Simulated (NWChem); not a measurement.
System: water (H2O); SMILES O

The following NWChem deck was run.

```
start job
memory heap 200 mb stack 900 mb global 1100 mb
geometry units angstroms
  O      0.000000     0.000000     0.143194
  H      0.757685     0.000000    -0.469929
  H     -0.757685     0.000000    -0.469929
end
basis spherical
  * library def2-tzvp
end
dft
  xc pbe0
  iterations 150
end
driver
  maxiter 120
end
task dft optimize
task dft freq
```

Output (shortened):

```
             Northwest Computational Chemistry Package (NWChem) 7.3.0
             --------------------------------------------------------

 C2V symmetry detected

                             Geometry "geometry" -> ""
                             -------------------------

 Output coordinates in angstroms (scale by  1.889725989 to convert to a.u.)

  No.       Tag          Charge          X              Y              Z
 ---- ---------------- ---------- -------------- -------------- --------------
    1 O                    8.0000     0.00000000     0.00000000     0.12262460
    2 H                    1.0000     0.75768500     0.00000000    -0.49049840
    3 H                    1.0000    -0.75768500     0.00000000    -0.49049840

 Effective nuclear repulsion energy (a.u.)       9.0359679248

      Symmetry information
      --------------------

 Group name             C2v
 Group number             16
 Group order               4
 No. of unique centers     2

                                Z-matrix (autoz)
                                --------

 Units are Angstrom for bonds and degrees for angles

      Type          Name      I     J     K     L     M      Value
      ----------- --------  ----- ----- ----- ----- ----- ----------
    1 Stretch                  1     2                       0.97468
    2 Stretch                  1     3                       0.97468
    3 Bend                     2     1     3               102.04004

                           NWChem Geometry Optimization
                           ----------------------------

 maximum gradient threshold         (gmax) =   0.000450
 rms gradient threshold             (grms) =   0.000300
 maximum cartesian step threshold   (xmax) =   0.001800
 rms cartesian step threshold       (xrms) =   0.001200
 fixed trust radius                (trust) =   0.300000
 source of zmatrix                         =   autoz

          -------------------
          Energy Minimization
          -------------------

 Using diagonal initial Hessian
 Scaling for Hessian diagonals: bonds = 1.00  angles = 0.25  torsions = 0.10

          --------
          Step   0

                                 NWChem DFT Module
                                 -----------------

[...]

      ----------------------
      Optimization converged
      ----------------------

  Step       Energy      Delta E   Gmax     Grms     Xrms     Xmax
  ---- ---------------- -------- -------- -------- -------- --------
@    3     -76.37733044 -3.4D-07  0.00000  0.00000  0.00063  0.00121
                                     ok       ok       ok       ok

                                Z-matrix (autoz)
                                --------

 Units are Angstrom for bonds and degrees for angles

      Type          Name      I     J     K     L     M      Value     Gradient
      ----------- --------  ----- ----- ----- ----- ----- ---------- ----------
    1 Stretch                  1     2                       0.95956    0.00000
    2 Stretch                  1     3                       0.95956    0.00000
    3 Bend                     2     1     3               105.06038    0.00000

                         Geometry "geometry" -> "geometry"
                         ---------------------------------

 Output coordinates in angstroms (scale by  1.889725989 to convert to a.u.)

  No.       Tag          Charge          X              Y              Z
 ---- ---------------- ---------- -------------- -------------- --------------
    1 O                    8.0000     0.00000000     0.00000000     0.10303654
    2 H                    1.0000     0.76157646     0.00000000    -0.48070437
    3 H                    1.0000    -0.76157646     0.00000000    -0.48070437

 Effective nuclear repulsion energy (a.u.)       9.1711027332

      Symmetry information
      --------------------

 Group name             C2v
 Group number             16
 Group order               4
 No. of unique centers     2

[...]

 Rotational Constants
 --------------------
 A=  27.636950 cm-1  ( 39.762517 K)
 B=  14.419757 cm-1  ( 20.746350 K)
 C=   9.475732 cm-1  ( 13.633161 K)

 Temperature                      =   298.15K
 frequency scaling parameter      =   1.0000

 Zero-Point correction to Energy  =   13.479 kcal/mol  (  0.021480 au)
 Thermal correction to Energy     =   15.257 kcal/mol  (  0.024314 au)
 Thermal correction to Enthalpy   =   15.849 kcal/mol  (  0.025258 au)

 Total Entropy                    =   45.051 cal/mol-K
   - Translational                =   34.593 cal/mol-K (mol. weight =  18.0106)
   - Rotational                   =   10.452 cal/mol-K (symmetry #  =        2)
   - Vibrational                  =    0.007 cal/mol-K

 Cv (constant volume heat capacity) =    6.007 cal/mol-K
   - Translational                  =    2.979 cal/mol-K
   - Rotational                     =    2.979 cal/mol-K
   - Vibrational                    =    0.049 cal/mol-K

[normal modes left out]

 ----------------------------------------------------------------------------
 Normal Eigenvalue ||           Projected Infra Red Intensities
  Mode   [cm**-1]  || [atomic units] [(debye/angs)**2] [(KM/mol)] [arbitrary]
 ------ ---------- || -------------- ----------------- ---------- -----------
    1       -0.000 ||    0.090614           2.091        88.335      14.824
    2        0.000 ||    0.034003           0.784        33.148       5.563
    3        0.000 ||    0.134913           3.113       131.520      22.072
    4        0.000 ||    0.134913           3.113       131.520      22.072
    5        0.000 ||    0.013557           0.313        13.216       2.218
    6        0.000 ||    0.000001           0.000         0.001       0.000
    7     1621.999 ||    0.084058           1.939        81.944      13.752
    8     3851.855 ||    0.006589           0.152         6.423       1.078
    9     3959.187 ||    0.051471           1.187        50.176       8.421
 ----------------------------------------------------------------------------
```

Level: PBE0/def2-TZVP.
